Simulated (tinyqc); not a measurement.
UHF in the sto-3g basis, for H2O+, spin multiplicity 2, step by step. One step of it, computed by the program tinyqc.

Task: Iteration 2: DIIS coefficients. Solve [B -1; -1 0][c; lambda] = [0; -1] for the coefficients, which sum to one.

B (overlaps of the stored error matrices):
$$\begin{pmatrix}
4.4597516e+02 & 9.0200153e+00 \\
9.0200153e+00 & 1.2784621e+00
\end{pmatrix}$$

Give: DIIS coefficients.

Result:

DIIS coefficients: [-0.0180, 1.0180]
